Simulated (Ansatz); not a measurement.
Si2H5Cl, closed shell: a relaxation.

The input file, in.yaml:

```yaml
crystal:
  periodic: [false, false, false]
  atoms:
    - {symbol: Si, position_ang: [-1.203512, -0.973899, -0.938057]}
    - {symbol: Cl, position_ang: [-0.783825, 0.669026, -2.225789]}
    - {symbol: H, position_ang: [0.302755, -1.208591, -0.515183]}
    - {symbol: Si, position_ang: [0.496019, 0.226002, 0.608275]}
    - {symbol: H, position_ang: [-1.281962, -0.098101, 0.380117]}
    - {symbol: H, position_ang: [0.034428, 1.601985, 0.929698]}
    - {symbol: H, position_ang: [1.804457, 0.372224, -0.080803]}
    - {symbol: H, position_ang: [0.631739, -0.588646, 1.841642]}
basis:
  gaussian: {orbitals: STO-3G}
hamiltonian: {xc: pbe, dispersion: d4}
relax: {f_tol: 0.01, max_steps: 60, escape_saddle: true}
```

Launched with

```bash
ansatz run in.yaml --threads 2 --pin off --events-out ev --progress --plain --max-ram 4352MiB
```

The run's output (Ansatz 0.2.0):

```
Error: invalid value for `relax.escape_saddle`: a Gaussian basis doesn't support `true`; leave it out, and run phonons on the result
```

The run took about 0.05 s on 2 CPU threads of an Arm Neoverse V1 (shared host).


The program refused the input.